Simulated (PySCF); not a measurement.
carbon tetrachloride (CCl4), SMILES ClC(Cl)(Cl)Cl. Geometry optimised at B3LYP-D3(BJ)/def2-SVP.

Computed with B3LYP-D3(BJ)/def2-SVP run with PySCF 2.14.0.

Harmonic wavenumbers (cm⁻¹): 214, 214, 313, 313, 313, 455, 759, 759, 759. Rotational constants (GHz): 1.676, 1.676, 1.676; symmetry number 12.

**Question.** Work out the zero-point energy and the ideal-gas rigid-rotor harmonic-oscillator thermochemistry at 298.15 K and 1 atm.

**Answer.** ZPE = ½ Σ hcν = ½ × 4100 cm⁻¹ = 24.52 kJ/mol. H − E(el) = 41.85 kJ/mol. Entropy in J/(mol K): translation 171.55, rotation 99.06, vibration 40.03, total 310.63. G − E(el) = -50.76 kJ/mol. Cp = 83.87 J/(mol K).
